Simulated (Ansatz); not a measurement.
**CH₃OS− (SMILES [O-]CS): functionals against CCSD(T) at one geometry**

The atoms stand at a structure displaced at random from a GFN2-xTB minimum. How far do the functionals agree with CCSD(T) there?

Method: single points in def2-TZVPPD; program: Ansatz 0.2.0, Gaussian basis.

Correlated methods freeze the cores.

### 1 Starting geometry

SMILES `[O-]CS`, 6 atoms, charge -1, spin multiplicity 1.

Atoms are counted from 1 here; the program's logs count them from 0.

Bond lengths: O1–C2 1.270 Å, C2–H4 1.138 Å, C2–H5 1.102 Å, S3–H6 1.325 Å. Angles: O1–C2–H4 122.1°, O1–C2–H5 116.6°, H4–C2–H5 110.5°.

Geometry (Å):

```
O     0.6703    0.0838   -1.3791
C     0.0676   -0.5110   -0.4321
S    -0.7066    0.8229    1.0827
H     0.6238   -1.1306    0.3443
H    -0.8997   -0.9779   -0.6781
H     0.3502    1.6172    0.9918
```

### 2 CCSD(T)/def2-TZVPPD

File run/in.yaml:

```yaml
crystal:
  periodic: [false, false, false]
  atoms:
    - {symbol: O, position_ang: [0.670300, 0.083800, -1.379100]}
    - {symbol: C, position_ang: [0.067600, -0.511000, -0.432100]}
    - {symbol: S, position_ang: [-0.706600, 0.822900, 1.082700]}
    - {symbol: H, position_ang: [0.623800, -1.130600, 0.344300]}
    - {symbol: H, position_ang: [-0.899700, -0.977900, -0.678100]}
    - {symbol: H, position_ang: [0.350200, 1.617200, 0.991800]}
basis:
  gaussian: {orbitals: "def2-TZVPPD.json"}
total_charge: -1
correlation: {method: ccsd_t}
output: {forces: true}
```

The basis file named in the input lies beside it (Basis Set Exchange, JSON).

The command line of these runs was not kept.

### 3 PBE0-D4/def2-TZVPPD

Changes to run/in.yaml since step 2:

```diff
@@ -12,3 +12,3 @@
 total_charge: -1
-correlation: {method: ccsd_t}
-output: {forces: true}
+hamiltonian: {xc: pbe0, dispersion: d4}
+output: {forces: true, orbitals: {seedname: orbitals}}
```

### 4 wB97M-V/def2-TZVPPD

Changes to run/in.yaml since step 3:

```diff
@@ -12,3 +12,3 @@
 total_charge: -1
-hamiltonian: {xc: pbe0, dispersion: d4}
-output: {forces: true, orbitals: {seedname: orbitals}}
+hamiltonian: {xc: {name: wB97M-V}}
+output: {forces: true}
```

### 5 r2SCAN-D4/def2-TZVPPD

Changes to run/in.yaml since step 4:

```diff
@@ -12,3 +12,3 @@
 total_charge: -1
-hamiltonian: {xc: {name: wB97M-V}}
+hamiltonian: {xc: r2scan, dispersion: d4}
 output: {forces: true}
```

### 6 PBE-D4/def2-TZVPPD

Changes to run/in.yaml since step 5:

```diff
@@ -12,3 +12,3 @@
 total_charge: -1
-hamiltonian: {xc: r2scan, dispersion: d4}
+hamiltonian: {xc: pbe, dispersion: d4}
 output: {forces: true}
```

### 7 CAM-B3LYP-D4/def2-TZVPPD

Changes to run/in.yaml since step 6:

```diff
@@ -12,3 +12,3 @@
 total_charge: -1
-hamiltonian: {xc: pbe, dispersion: d4}
+hamiltonian: {xc: {name: CAM-B3LYP}, dispersion: d4}
 output: {forces: true}
```

### 8 r2SCANh-D4/def2-TZVPPD

Changes to run/in.yaml since step 7:

```diff
@@ -12,3 +12,3 @@
 total_charge: -1
-hamiltonian: {xc: {name: CAM-B3LYP}, dispersion: d4}
+hamiltonian: {xc: {name: r2SCANh}, dispersion: d4}
 output: {forces: true}
```

(Steps that only read results are left out.)

**Question.** What will these runs give? Wanted: RMS force component; RMS force error; HOMO and LUMO, PBE0-D4; T1 diagnostic.

**Answer**, as computed:

```
              quantity                                                                                                   value
   RMS force component                                                                    0.362 to 0.442 eV/Å over the methods
       RMS force error  PBE0-D4 0.260, wB97M-V 0.180, r2SCAN-D4 0.182, PBE-D4 0.200, CAM-B3LYP-D4 0.228, r2SCANh-D4 0.237 eV/Å
HOMO and LUMO, PBE0-D4                                                                                       -0.97 and 3.88 eV
         T1 diagnostic                                                                                                   0.018
```

**Reading.** The forces of wB97M-V come nearest to CCSD(T), those of PBE0-D4 are farthest. Frozen-core CCSD(T) forces in triple zeta carry basis errors of their own, and this is one geometry, so small gaps rank nothing.
